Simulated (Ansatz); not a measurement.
**The cluster GeBr2+ (doublet): a spread of methods and bases**

Aim: run the cluster GeBr2+ (doublet) under a spread of inputs, and see what each costs and gives.

The runs use Ansatz 0.2.0, Gaussian basis; the settings change from run to run.

1 further run of the same task is left out (set aside as unsound or not needed).

**1. The geometry**

The geometry comes from an earlier relaxation with r2SCAN-D4 in a triple-zeta def2 set; it is a stationary point.

3 atoms, charge 1, spin multiplicity 2.

Atoms are counted from 1 here; the program's logs count them from 0.

Bond lengths: Ge1–Br2 2.234 Å, Ge1–Br3 2.234 Å. Angles: Br2–Ge1–Br3 121.3°.

**2. r2SCAN50/6-31G**

Options: restricted open-shell orbitals, atoms shaken by 0.08 Å.

Input file in.yaml:

```yaml
crystal:
  periodic: [false, false, false]
  atoms:
    - {symbol: Ge, position_ang: [-0.516169, 0.563181, 0.367241]}
    - {symbol: Br, position_ang: [1.464660, 0.008113, 1.401060]}
    - {symbol: Br, position_ang: [-0.891847, -0.509084, -1.769726]}
basis:
  gaussian: {orbitals: 6-31G}
total_charge: 1
magnetization: {spin_polarized: false, initial_magnetization: 1}
hamiltonian: {xc: {name: r2SCAN50}}
```

Started as:

```console
$ ansatz run in.yaml --threads 4 --pin off --events-out ev --progress --plain --max-ram 3916MiB
```

What it wrote:

```text
Functional definition: r2SCAN50
  name "r2SCAN50"
  cite "Bursch, Neugebauer, Ehlert & Grimme, J. Chem. Phys. 156, 134105 (2022) doi:10.1063/5.0086040"
  cite "Furness, Kaplan, Ning, Perdew & Sun, J. Phys. Chem. Lett. 11, 8208 (2020) doi:10.1021/acs.jpclett.0c02405"
  cite "Furness, Kaplan, Ning, Perdew & Sun, J. Phys. Chem. Lett. 11, 9248 (2020) doi:10.1021/acs.jpclett.0c03077"
  parent r2scan
  parameter a = 0.5
  parameter k0 = 0.174
  parameter k1 = 0.065
  parameter a1 = 4.9479
  exchange = (1 - a)*r2scan_x(k0 = k0, k1 = k1, a1 = a1) + a*exact_x
  correlation = r2scan_c
778 factors; integrals over basis functions are off by at most 6.0e-4 eV
mean field evaluation 1: about -196567.6090 eV, gradient 2.6e1 eV
mean field evaluation 2: about -196567.6124 eV, gradient 2.6e1 eV
mean field evaluation 4: about -196570.4822 eV, gradient 6.9e0 eV
mean field evaluation 8: about -196570.6815 eV, gradient 5.6e-1 eV
mean field evaluation 16: about -196570.6841 eV, gradient 3.2e-3 eV
mean field evaluation 32: about -196570.5611 eV, gradient 2.1e0 eV
mean field -196570.68413268 eV, -7223.8394014806 hartree, gradient 2.9e-5 eV, S^2 0.750000; 6 other end points of the search recorded, 0 dependent functions left out
reference -196570.68413954 eV, -7223.8394017330 hartree; 51, 50 occupied and 36, 37 virtual orbitals, 778 factors
Total energy: -196570.68413954 eV, -7223.8394017330 hartree
```

Run time: 11 s. Hardware: 4 threads of Intel Xeon at 2.70GHz, shared host.

**3. HSE06/ANO-RCC-VTZP**

This run has charge +2, multiplicity 1, atoms shaken by 0.15 Å, D3(BJ) with three-body dispersion, relativity set to scalar.

Input file in.yaml:

```yaml
crystal:
  periodic: [false, false, false]
  atoms:
    - {symbol: Ge, position_ang: [-0.687593, 0.437815, 0.350155]}
    - {symbol: Br, position_ang: [1.299780, 0.301950, 1.220037]}
    - {symbol: Br, position_ang: [-0.958501, -0.573439, -1.677187]}
basis:
  gaussian: {orbitals: ANO-RCC-VTZP}
total_charge: 2
hamiltonian: {xc: {name: HSE06}, dispersion: d3bjatm, pseudopotentials: {relativity: scalar}}
scf: {omitted_lower_state_checks: [starts]}
output: {forces: true}
```

Launched as before.

What it wrote, shortened:

```text
Functional definition: HSE06
  name "HSE06"
  cite "Heyd, Scuseria & Ernzerhof, J. Chem. Phys. 118, 8207 (2003) doi:10.1063/1.1564060"
  cite "Krukau, Vydrov, Izmaylov & Scuseria, J. Chem. Phys. 125, 224106 (2006) doi:10.1063/1.2404663"
  cite "Heyd & Scuseria, J. Chem. Phys. 120, 7274 (2004) doi:10.1063/1.1668634"
  cite "Ernzerhof & Perdew, J. Chem. Phys. 109, 3313 (1998) doi:10.1063/1.476928"
  cite "Perdew, Burke & Ernzerhof, Phys. Rev. Lett. 77, 3865 (1996) doi:10.1103/PhysRevLett.77.3865"
  parent pbe
[...]
  # The whole range is PBE's own exchange, as in plane waves. The composition of these papers is wPBEh.
[...]
915 factors; integrals over basis functions are off by at most 6.1e-4 eV
57 factors; integrals over basis functions are off by at most 1.7e-5 eV
[...]
mean field -198906.97513742 eV, -7309.6965123101 hartree, gradient 5.9e-6 eV, S^2 0.000000; 0 other end points of the search recorded, 0 dependent functions left out
[...]
reference -198906.97517405 eV, -7309.6965136562 hartree; 50, 50 occupied and 79, 79 virtual orbitals, 915 factors
Total energy: -198907.06755923 eV, -7309.6999087489 hartree
Relativity: scalar
Atom 0 at    -0.687593     0.437815     0.350155 Å, force     0.670559    -1.165523    -1.781906 eV/Å
Atom 1 at     1.299780     0.301950     1.220037 Å, force    -0.107285     0.398506     0.678107 eV/Å
Atom 2 at    -0.958501    -0.573439    -1.677187 Å, force    -0.563274     0.767017     1.103799 eV/Å
Dipole moment:    -0.294621     0.208836     0.220803 e Å
Checks for a lower state left out: starts
```

Wall time 12 s (4 threads of Intel Xeon at 2.70GHz, shared host).

Largest force 2.232 eV/Å.

**4. LC-wPBE/STO-3G**

Set apart from the defaults: a grid of angular degree 11, a point charge of -1.00 e beside it.

Input file in.yaml:

```yaml
crystal:
  periodic: [false, false, false]
  atoms:
    - {symbol: Ge, position_ang: [-0.490330, 0.427435, 0.331727]}
    - {symbol: Br, position_ang: [1.481534, 0.056731, 1.313189]}
    - {symbol: Br, position_ang: [-0.991203, -0.484165, -1.644926]}
basis:
  gaussian: {orbitals: STO-3G, final_grid: {core_spheres: 5, valence_spheres: 4, degree: 11}, point_charges: [{charge: -1.00, position_ang: [3.990, -0.792, 0.067]}]}
total_charge: 1
magnetization: {spin_polarized: true, initial_magnetization: 1}
hamiltonian: {xc: {name: LC-wPBE}}
output: {forces: true}
```

The command is unchanged.

What it wrote, shortened:

```text
Functional definition: LC-wPBE
  name "LC-wPBE"
  cite "Vydrov & Scuseria, J. Chem. Phys. 125, 234109 (2006) doi:10.1063/1.2409292"
  cite "Heyd & Scuseria, J. Chem. Phys. 120, 7274 (2004) doi:10.1063/1.1668634"
  cite "Ernzerhof & Perdew, J. Chem. Phys. 109, 3313 (1998) doi:10.1063/1.476928"
  cite "Perdew, Burke & Ernzerhof, Phys. Rev. Lett. 77, 3865 (1996) doi:10.1103/PhysRevLett.77.3865"
  parent pbe
[...]
534 factors; integrals over basis functions are off by at most 1.7e-5 eV
165 factors; integrals over basis functions are off by at most 9.1e-7 eV
[...]
mean field -194395.64530624 eV, -7143.9081989032 hartree, gradient 8.0e-5 eV, S^2 0.761005; 0 other end points of the search recorded, 0 dependent functions left out
[...]
reference -194395.64530624 eV, -7143.9081989032 hartree; 51, 50 occupied and 3, 4 virtual orbitals, 534 factors
Total energy: -194395.64530624 eV, -7143.9081989032 hartree
Atom 0 at    -0.490330     0.427435     0.331727 Å, force     2.118959    -1.503669    -0.979548 eV/Å
Atom 1 at     1.481534     0.056731     1.313189 Å, force    -1.272466     0.361653    -0.827594 eV/Å
Atom 2 at    -0.991203    -0.484165    -1.644926 Å, force     0.064958     0.864411     1.525871 eV/Å
Dipole moment:     0.137665     0.195930     0.398607 e Å
```

Wall time 1 s (4 threads of Intel Xeon at 2.70GHz, shared host).

Largest force 2.777 eV/Å, ⟨S²⟩ 0.761.

**5. HSE06/def2-mTZVPP**

Input file in.yaml:

```yaml
crystal:
  periodic: [false, false, false]
  atoms:
    - {symbol: Ge, position_ang: [-0.490330, 0.427435, 0.331727]}
    - {symbol: Br, position_ang: [1.481534, 0.056731, 1.313189]}
    - {symbol: Br, position_ang: [-0.991203, -0.484165, -1.644926]}
basis:
  gaussian: {orbitals: def2-mTZVPP}
total_charge: 1
magnetization: {spin_polarized: true, initial_magnetization: 1}
hamiltonian: {xc: {name: HSE06}}
scf: {omitted_lower_state_checks: [starts]}
output: {forces: true}
```

Launched as before.

What it wrote, shortened:

```text
Functional definition: HSE06
  name "HSE06"
  cite "Heyd, Scuseria & Ernzerhof, J. Chem. Phys. 118, 8207 (2003) doi:10.1063/1.1564060"
  cite "Krukau, Vydrov, Izmaylov & Scuseria, J. Chem. Phys. 125, 224106 (2006) doi:10.1063/1.2404663"
  cite "Heyd & Scuseria, J. Chem. Phys. 120, 7274 (2004) doi:10.1063/1.1668634"
  cite "Ernzerhof & Perdew, J. Chem. Phys. 109, 3313 (1998) doi:10.1063/1.476928"
  cite "Perdew, Burke & Ernzerhof, Phys. Rev. Lett. 77, 3865 (1996) doi:10.1103/PhysRevLett.77.3865"
  parent pbe
[...]
  # The whole range is PBE's own exchange, as in plane waves. The composition of these papers is wPBEh.
[...]
976 factors; integrals over basis functions are off by at most 5.9e-4 eV
57 factors; integrals over basis functions are off by at most 8.1e-7 eV
[...]
mean field -196580.53430936 eV, -7224.2013887970 hartree, gradient 2.5e-5 eV, S^2 0.756245; 0 other end points of the search recorded, 0 dependent functions left out
[...]
reference -196580.53434028 eV, -7224.2013899334 hartree; 51, 50 occupied and 57, 58 virtual orbitals, 976 factors
Total energy: -196580.53434028 eV, -7224.2013899334 hartree
Atom 0 at    -0.490330     0.427435     0.331727 Å, force    -0.043507     0.037711     0.029065 eV/Å
Atom 1 at     1.481534     0.056731     1.313189 Å, force     0.067386    -0.008938     0.039947 eV/Å
Atom 2 at    -0.991203    -0.484165    -1.644926 Å, force    -0.023879    -0.028773    -0.069012 eV/Å
Dipole moment:    -0.220393     0.192135     0.149127 e Å
Checks for a lower state left out: starts
```

Run time: 3.9 s. Hardware: 4 threads of Intel Xeon at 2.70GHz, shared host.

Largest force 0.079 eV/Å, ⟨S²⟩ 0.756.

**6. The runs in one table**

```
             level  charge  multiplicity               geometry  functions  energy (eV)   time
    r2SCAN50/6-31G       1             2                 shaken         87  -196570.684   11 s
HSE06/ANO-RCC-VTZP       2             1                 shaken        129  -198907.068   12 s
    LC-wPBE/STO-3G       1             2  relaxed, point charge         54  -194395.645    1 s
 HSE06/def2-mTZVPP       1             2                relaxed        108  -196580.534  3.9 s
```

**7. Outcome**

```
quantity                     value
    runs                         4
quickest       LC-wPBE/STO-3G, 1 s
 slowest  HSE06/ANO-RCC-VTZP, 12 s
```

In words: The runs differ in state or geometry as well as level, so their energies can't be set against each other. Run time spans a factor of 12, from LC-wPBE/STO-3G to HSE06/ANO-RCC-VTZP. The jobs differ in tasks and options as well as level. At the r2SCAN-D4/def2-TZVP geometry and in the same state, runs without warnings or point charges leave forces up to 0.08 eV/Å (HSE06/def2-mTZVPP).
